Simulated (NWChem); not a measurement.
System: disulfur (S₂, triplet); SMILES S=S

Computed with NWChem. Spin-unrestricted. All runs use the structure optimised with PBE0/def2-SVP, spin-unrestricted. No stability test was run on the SCF state. Solvent water, SMD (1 M gas to 1 M solution), gas-phase geometry. Reactions with the solvent are ignored.

| level | basis functions | solvation free energy (kcal/mol) | cavity-dispersion-structure term (kcal/mol) |
|---|---|---|---|
| PBE0/STO-3G | 18 | -0.9 | -0.8 |
| PBE0/def2-SVP | 36 | -0.9 | -0.8 |
| PBE0/def2-SVPD | 54 | -0.9 | -0.8 |
| PBE0/def2-TZVP | 74 | -0.9 | -0.8 |
| PBE0/def2-TZVPD | 92 | -0.9 | -0.8 |
| PBE0/def2-TZVPP | 84 | -0.9 | -0.8 |
